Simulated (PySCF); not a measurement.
# [NO2]+ (SMILES O=[N+]=O): r2SCAN/STO-6G

Aim: the vertical ionisation energy of [NO2]+ at r2SCAN/STO-6G, from 2 runs. The job is set up through a Python script.

The calculation is run with PySCF 2.14.0.

8 further runs of the same task are left out: 8 set aside as unsound or not needed.

**1. The system as given**

The species is [NO2]+ (3 atoms), meant as a singlet with charge +1. As SMILES, `O=[N+]=O`. The coordinates come from a GFN2-xTB relaxation.

Bond lengths: O1–N2 1.091 Å, N2–O3 1.091 Å. Angles: O1–N2–O3 180.0°.

**2. The energy at r2SCAN/STO-6G**

The input, job.py:

```python
from pyscf import gto, dft

mol = gto.Mole()
mol.atom = [
    ('O', (-0.563200, 0.911190, -0.206000)),
    ('N', (-0.000010, -0.000010, -0.000000)),
    ('O', (0.563210, -0.911180, 0.206000)),
]
mol.max_memory = 1860
mol.verbose = 3
mol.charge = 1
mol.basis = 'sto-6g'
mol.build()

mf = dft.RKS(mol, xc='r2scan')
mf.grids.level = 5
mf.conv_tol = 1e-10
mf.kernel()
if not mf.converged:
    mf = mf.newton().run(mf.mo_coeff, mf.mo_occ)

etot = mf.e_tot
print(f'total energy: {etot:.8f} hartree')
```

On the command line:

```bash
OMP_NUM_THREADS=1 python job.py
```

Output:

```text
converged SCF energy = -203.772987138109
total energy: -203.77298714 hartree
```

Run time: 2.5 s. Hardware: 1 thread of Arm Neoverse V2, shared host; peak memory 0.18 GiB.

**3. Doublet [NO2]2+ at the same level**

The input, calc.py:

```python
from pyscf import gto, dft

mol = gto.Mole()
mol.atom = '''
O     -1.064294     1.721900    -0.389284
N     -0.000019    -0.000019     0.000000
O      1.064313    -1.721881     0.389284
'''
mol.charge = 2
mol.spin = 1
mol.basis = 'sto-6g'
mol.max_memory = 1860
mol.unit = 'bohr'
mol.verbose = 3
mol.build()

ks = dft.UKS(mol, xc='r2scan')
ks.conv_tol = 1e-10
ks.grids.level = 5
ks.kernel()
if not ks.converged:
    ks = ks.newton().run(ks.mo_coeff, ks.mo_occ)

e_tot = ks.e_tot
print('E(%s) = %.9f' % ('R2SCAN', e_tot))
```

On the command line:

```bash
OMP_NUM_THREADS=1 python calc.py
```

Output:

```text
converged SCF energy = -202.829998171621  <S^2> = 0.77424929  2S+1 = 2.024104
E(R2SCAN) = -202.829998172
```

Wall time 4.2 s (1 thread of Arm Neoverse V2, shared host); peak memory 0.19 GiB.

**4. Summary of results**

Level: r2SCAN/STO-6G.

| quantity | value |
| --- | --- |
| singlet [NO2]+: total energy | -203.77299 Eh |
| singlet [NO2]+: HOMO energy | -19.77 eV |
| singlet [NO2]+: LUMO energy | -11.91 eV |
| singlet [NO2]+: HOMO–LUMO gap | 7.86 eV |
| doublet [NO2]2+: total energy | -202.83000 Eh |
| doublet [NO2]2+: HOMO energy (highest over α and β) | -32.58 eV |
| doublet [NO2]2+: LUMO energy (lowest over α and β) | -31.19 eV |
| doublet [NO2]2+: ⟨S²⟩ | 0.774 |
| vertical ionisation energy (to the doublet dication) | 25.660 eV |

In words: Removing an electron at fixed nuclei costs 25.66 eV (2476 kJ/mol). The negative HOMO energy of the first species, 19.77 eV, lies 5.89 eV below that difference. In a minimal basis such a difference can be off by several eV, whatever the method. Mulliken charges (singlet [NO2]+) run from +0.25 on O1 to +0.49 on N2; they depend strongly on the basis.
